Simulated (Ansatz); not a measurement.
GaHS₂, singlet: reading a ladder of total energies

Geometry: displaced at random from a stationary point.

```xyz
4

Ga   -0.0106   -0.0063    0.8914
S    -0.0114   -1.1261   -0.9855
S     0.0365    1.1405   -1.0282
H    -0.0662   -0.0259    2.3972
```

Basis cc-pVDZ; Ansatz 0.2.0. Correlated methods freeze the noble-gas cores and the filled d shells of p-block atoms, which leaves 16 electrons in 44 orbitals. Prefix R: restricted or restricted open-shell reference. No spin–orbit coupling is included, and no scalar relativity.

Full CI isn't at hand for all of this; RCCSDT(Q) serves as the reference, and is uncertain by the last step of the cluster series or more.

RCCSD has a T1 diagnostic of 0.017 and a largest doubles amplitude of 0.07.

Runs differ by some tens of microhartree through their thresholds, so steps under 0.03 kcal/mol mean nothing.

```csv
level,total energy (hartree)
RHF,-2718.881717
RMP2,-2719.196642
RCCSD,-2719.227840
RCCSD(T),-2719.241307
RCCSDT,-2719.242355
RCCSDT(Q),-2719.243750
```

Question: What is the correlation energy at RCCSDT(Q), and what share of it do RMP2 and RCCSD recover?

Answer: E(corr) = -2719.243750 − (-2718.881717) = -0.362033 hartree = -9.851 eV. RMP2: -0.314925 / -0.362033 = 86.99 %. RCCSD: -0.346123 / -0.362033 = 95.61 %.

Question: By how many kcal/mol does RCCSD(T) miss RCCSDT(Q) (1 hartree = 627.509 kcal/mol), and which steps make up the rest?

Answer: -2719.241307 − (-2719.243750) = 0.002443 hartree = 1.53 kcal/mol. Steps: RCCSDT − RCCSD(T) = -0.66, RCCSDT(Q) − RCCSDT = -0.88 kcal/mol. Differences between like states or geometries often cancel part of this.
